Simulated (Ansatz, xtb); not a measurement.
**Relative energy of two isomers of C6H8**

Structure X is `CC1=CC=CC1`, a singlet and structure Y is `CC1C=CC=C1`, a singlet. Both are isolated molecules in the gas phase, relaxed with PBE-D3(BJ)/def2-SVP.

Energies in hartree; the thermal terms are from GFN2-xTB frequencies at re-optimised GFN2-xTB minima (ideal gas, soft modes damped towards free rotors, one conformer each, 298.15 K, 1 atm) and include the zero-point energy:

```
                              X           Y
E, CCSD(T)/def2-SVP  −232.560844  −232.556817
    E, MP2/def2-SVP  −232.471018  −232.466872
  E, MP2/def2-TZVPP  −232.892703  −232.888826
  zero-point energy     0.118057     0.118666
       H(298 K) − E     0.124916     0.125278
       G(298 K) − E     0.088915     0.089911
```

Problem. Correct the CCSD(T) difference for the basis set by the MP2 change, then work out ΔE, ΔE₀, ΔH and ΔG for X → Y in kcal/mol (1 Eh = 627.51 kcal/mol) and the equilibrium ratio [Y]/[X].

Solution. 1. Differences Y − X: CCSD(T) +0.004027, MP2 in the small set +0.004146, MP2 in the large set +0.003877 Eh.
2. ΔE = +0.004027 + (+0.003877 − (+0.004146)) = +0.003758 Eh = +2.36 kcal/mol.
3. ΔE₀ = ΔE + ΔZPE = +0.003758 + (+0.000609) Eh = +2.74 kcal/mol.
4. ΔH = ΔE + (+0.000362) Eh = +2.59 kcal/mol.
5. ΔG = ΔE + (+0.000996) Eh = +2.98 kcal/mol, so ΔS = (ΔH − ΔG)/T = −5.6 J/(mol K).
6. kT = 0.9442 mEh, so K = [Y]/[X] = exp(−ΔG/kT) = exp(−5.04) ≈ 0.0065.

Structure X is favoured at this temperature. An error of 1 kcal/mol in ΔG would change K by a factor of 5.4. Mirror images and further conformers aren't counted.

As drawn, both hold the same kinds of bond in the same numbers.

Other levels gave ΔE = +4.4 (GFN2-xTB); +3.9 (HF/STO-3G, GFN2-xTB geometries); +3.9 (r2SCAN-D4/def2-SVP, GFN2-xTB geometries); +4.1 (PBE-D3(BJ)/def2-SVP); +3.3 (HF/def2-SVP); +2.6 (MP2/def2-SVP); +2.5 (CCSD(T)/def2-SVP) kcal/mol. The correlated steps freeze 6 core orbitals. Programs: Ansatz 0.2.0, xtb 6.7.1.
